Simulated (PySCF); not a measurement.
Input of a run (PBE0-D3(BJ)/def2-TZVP geometry optimisation, gas phase (PySCF 2.14.0)), started from GFN2-xTB:
```
{"job": {"xc": "PBE0", "basis": "def2-TZVP", "d3": "d3bj", "grid": 2, "shake": 0.01, "kind": "geom"}, "charge": 0, "multiplicity": 1}
C     -1.013770    -0.114610    -0.050690
O      0.209830    -0.669530     0.319180
C      1.288420     0.038760     0.087920
O      1.412060     1.128370    -0.402220
H     -1.573160    -0.827610    -0.667880
H     -0.869040     0.830690    -0.627600
H     -1.591430     0.132710     0.849540
H      2.192240    -0.537930     0.439290
```

Output (energies in Eh, forces in Eh/bohr):
```
step   0  E = -228.90285887  max force = 0.045731
step   1  E = -228.90580498  max force = 0.014323
step   2  E = -228.90383125  max force = 0.021724
step   3  E = -228.90562516  max force = 0.008391
step   4  E = -228.90602598  max force = 0.003407
step   5  E = -228.90618313  max force = 0.001763
step   6  E = -228.90620900  max force = 0.001617
step   7  E = -228.90629906  max force = 0.001936
step   8  E = -228.90624448  max force = 0.004516
step   9  E = -228.90634827  max force = 0.003201
step  10  E = -228.90636374  max force = 0.003813
step  11  E = -228.90643720  max force = 0.000844
step  12  E = -228.90648011  max force = 0.001210
step  13  E = -228.90653310  max force = 0.001466
step  14  E = -228.90661134  max force = 0.001960
step  15  E = -228.90672410  max force = 0.002030
step  16  E = -228.90688467  max force = 0.001290
step  17  E = -228.90705672  max force = 0.000801
step  18  E = -228.90716352  max force = 0.000433
step  19  E = -228.90716731  max force = 0.000205
optimisation converged
```

Summarise the run.

The energy falls by 0.117 eV over 20 energy and gradient evaluations, the largest force component goes from 0.0457 to 2.0e-04 Eh/bohr, and the atoms move by 0.393 Å rms after alignment. The bond that changes most is C1–O2 (ends: methoxy carbon; ester single-bonded oxygen), which lengthens by 0.034 Å. Bonds longer at the end by more than 0.005 Å: 2 of 7; shorter: 5. Among the angles that change most is O2–C3–O4, from 130.3° to 125.8°. Among the dihedrals that turn most is H6–C1–O2–C3, from 7° to 60°. The energy rose by more than 1e-6 Eh at steps 2 and 8. The first step brought 68 % of the lowering.

What are the final bond lengths?

C1–O2 1.428 Å, O2–C3 1.330 Å, C3=O4 1.196 Å, C1–H5 1.087 Å, C1–H6 1.091 Å, C1–H7 1.091 Å, C3–H8 1.100 Å. Numbering counts from 1 in the input's order; the species is `COC=O` (methyl formate).

The run used 148 basis functions and 140 SCF cycles in all. The run took 1.8 min on an Arm Neoverse V1 with one thread, no GPU, on a shared host, and the process peaked at 0.59 GiB of memory.

Stationary, but not proved a minimum. The numbers are those of one conformer.
